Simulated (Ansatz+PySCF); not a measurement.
## singlet LiH: levels of theory in one basis

```yaml
atoms:
  - { symbol: Li, position_ang: [0.0039, -0.0027, -0.4083] }
  - { symbol: H, position_ang: [-0.0091, -0.0012, 1.2024] }
```

Basis set: def2-SVP (spherical functions). All electrons are correlated. Charge 0, multiplicity 1.

Computed with Ansatz (development build ahead of 0.2.0); each method stands on the lowest determinant of its kind that the runs found. NEVPT2 correlates all electrons. Active spaces start from the frontier orbitals, and the lowest solution found is given.

| method | E − E(RHF) (eV) | <S²> of the determinant |
| --- | --- | --- |
| RHF | 0.00 | 0.00 |
| RHF-MP2 | -0.60 | – |
| RHF-CCSD | -0.79 | – |
| RHF-CCSD(T) | -0.80 | – |
| SC-NEVPT2(2,2) | -0.69 | – |

Question: What does CASSCF(2,2) give on the same scale?

Answer: -0.44 eV.

Question: Is a single determinant a sound starting point here?

Answer: By this sign, yes. Unrestricted orbitals gain 0.00 eV and <S²> is 0.00 against 0.00 for a pure state. The CASSCF(2,2) natural occupations are 1.96, 0.04.
